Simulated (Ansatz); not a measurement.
C3H3NO can be A, `NC=C=C=O`, or B, `CN=C=C=O`.

Gas-phase electronic energies from Ansatz, PBE0-D4/def2-TZVP geometries. CCSD(T)/CBS is the MP2 limit (def2-TZVPP, def2-QZVPP) plus CCSD(T) − MP2 in def2-TZVPP, frozen cores. DFT in def2-TZVPP. One conformer a species, not always the lowest.

(1) Which isomer does CCSD(T)/CBS put lower? Give the gap. (Estimate.)

(2) Give E(B) − E(A) in kcal/mol with ωB97M-V, B2PLYP, r2SCAN-D4, MP2/def2-TZVPP, CCSD(T)/def2-SVP, CCSD(T)/def2-TZVPP, BLYP-D4. (An estimate is asked.)

(3) Does the order hold for the free energy at 298.15 K (harmonic terms from PBE0-D4)? (Best estimate.)

Largest T1 diagnostic: 0.019.

Results:

(1) The calculation gave: A, by 28.4 kcal/mol.

(2) The calculation gave: ωB97M-V 30.7, B2PLYP 30.9, r2SCAN-D4 32.5, MP2/def2-TZVPP 31.5, CCSD(T)/def2-SVP 23.7, CCSD(T)/def2-TZVPP 26.7, BLYP-D4 29.2. None reverses the order clearly.

(3) The calculation gave: Yes: G(B) − G(A) = +26.7 kcal/mol, for one conformer each.

Leaving LDA and LC-ωPBE aside and taking each functional with its dispersion term where it has one, the values, not all of them listed here, spread over 4.8 kcal/mol, from BLYP-D4 to r2SCAN0-D4. LDA lies +4.7 kcal/mol from PBE without D4. From r2SCAN to r2SCAN0 (25 % exact exchange), in def2-TZVPP and without D4, E(B) − E(A) moves by +1.6 kcal/mol.
